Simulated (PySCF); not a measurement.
Calculated properties of CFCl3, `FC(Cl)(Cl)Cl`

Species: CFCl3.
Atom-mapped SMILES: `[F:1][C:2]([Cl:3])([Cl:4])[Cl:5]`

Structure used (GFN2-xTB), in Å, numbered top down from 1:
```xyz
5
CCl3F angstrom
F      0.0603   -0.1410    1.3961
C      0.0046   -0.0063    0.0667
Cl    -0.4579    1.6606   -0.3126
Cl     1.6028   -0.3706   -0.6039
Cl    -1.2011   -1.1397   -0.5634
```

Among its groups: C–F bond and C–Cl bond.

**GFN2-xTB geometry**

* Point group of the GFN2-xTB geometry: C3v
* Rotational constants A, B, C of the GFN2-xTB geometry: 2.444, 2.444, 1.709 GHz

**PBE0/STO-3G ground state and GIAO shieldings, non-relativistic (PySCF)**

- Dipole moment: 1.06 D
- HOMO energy: -7.77 eV
- LUMO energy: 1.35 eV
- HOMO–LUMO gap: 9.12 eV
- 13C chemical shifts (computed TMS as zero) by class: 120.0 (C2) ppm
- Isotropic shieldings of nuclei other than C and H, by class: 297 (F1), 805 (Cl3/Cl4/Cl5) ppm

Monoisotopic mass from the formula: 135.9050 u.

With B = h/(8π²I), that is 505.379 GHz u Å² over I, the principal moments of inertia are 206.7, 206.8 and 295.7 u Å² (most abundant isotopes). In atomic units the dipole is 0.42 e·bohr (1 au = 2.5417 D). The rotational constants are those of an oblate symmetric top. Point group C3v permits a dipole; with 1.06 D the species has a pure rotational spectrum.

Isolated species at its GFN2-xTB geometry, gas phase. The shieldings hold no spin–orbit term; for a carbon that bears several chlorines this term is known to matter.
